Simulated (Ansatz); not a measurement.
Results of RPBE in Ansatz (PAW) for rutile MnF2.

Settings: plane-wave cutoff 520 eV, 8×8×10 k mesh (along the axes of the cell as run), Fermi–Dirac smearing 0.01 eV, spin-polarised with opposed moments, scalar-relativistic PAW data made under PBE.

Shape and atoms are relaxed at each volume.

Pressure at four volumes; x = ln(V/14.181 Å³). One pressure is withheld.

```tsv
V (Å³/atom)	x	P (GPa)
13.613	-0.0409	3.20
14.181	0.0000	-0.01
14.464	0.0198	-1.33
14.748	0.0392	?
```

### Question
Pass a parabola P(x) through the three rows shown, estimate the bulk modulus and its pressure derivative near zero pressure, and predict the withheld pressure.

### Answer
Slopes between the rows: (-0.01 − (3.20))/(0.0000 − (-0.0409)) = -78.48 and (-1.33 − (-0.01))/(0.0198 − (0.0000)) = -66.67 GPa. Their difference over the span 0.0607 is c = 11.81/0.0607 = 194.6 GPa, so P(x) = 3.20 + (-78.48)(x − (-0.0409)) + 194.6 (x − (-0.0409))(x − (0.0000)). At the middle row B = −dP/dx = −[-78.48 + 194.6 × 0.0409] = 70.5 GPa, and B′ = dB/dP = 2c/B = 5.5. At x = 0.0392 the parabola gives -2.48 GPa; the run gives -2.45 GPa. The Birch–Murnaghan fit to the energies at all volumes has B0 = 70.2 GPa and B′ = 5.8.

Note: without U or exact exchange, gaps and moments of open d shells tend to come out too small; the bulk modulus comes from volumes at which shape and atoms were relaxed.

Ansatz is a first-principles code.
